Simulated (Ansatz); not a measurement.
**Worked example: correlation energy of SiP⁺, quintet**

Geometry: that of the SiP, quartet, kept fixed. The triplet lies 1.2 eV lower here.

```yaml
atoms:
  - { symbol: Si, position_ang: [0.0000, 0.0000, 0.0000] }
  - { symbol: P, position_ang: [0.0000, 0.0000, 2.3430] }
```

Basis 6-31G; Ansatz 0.2.0. Correlated methods freeze the noble-gas cores, which leaves 8 electrons in 16 orbitals. Prefix R: restricted or restricted open-shell reference; prefix U: unrestricted.

Full CI is exact within this basis and frozen core; it isn't the basis-set limit. The frozen core follows each run's orbitals, which can shift R against U totals by a few meV.

Runs differ by some tens of microhartree through their thresholds and, for an open shell, their frozen cores, so steps under 0.1 kcal/mol mean nothing.

```json
{"level": "UHF", "total energy (hartree)": "-629.227881"}
{"level": "UMP2", "total energy (hartree)": "-629.265081"}
{"level": "UCCSD", "total energy (hartree)": "-629.285260"}
{"level": "UCCSD(T)", "total energy (hartree)": "-629.286364"}
{"level": "UCCSDT", "total energy (hartree)": "-629.286826"}
{"level": "UCCSDT(Q)", "total energy (hartree)": "-629.286885"}
{"level": "UCCSDTQ", "total energy (hartree)": "-629.286893"}
{"level": "full CI", "total energy (hartree)": "-629.286886"}
```

What is the correlation energy at full CI, and what share of it do UMP2 and UCCSD recover?

E(corr) = -629.286886 − (-629.227881) = -0.059005 hartree = -1.606 eV. UMP2: -0.037200 / -0.059005 = 63.05 %. UCCSD: -0.057379 / -0.059005 = 97.24 %.

By how many kcal/mol does UCCSD(T) miss full CI (1 hartree = 627.509 kcal/mol), and which steps make up the rest?

-629.286364 − (-629.286886) = 0.000522 hartree = 0.33 kcal/mol. Steps: UCCSDT − UCCSD(T) = -0.29, UCCSDT(Q) − UCCSDT = -0.04, UCCSDTQ − UCCSDT(Q) = -0.01, full CI − UCCSDTQ = 0.00 kcal/mol. That is within 1 kcal/mol of the reference in this basis, which itself misses far more of the correlation at the basis-set limit.
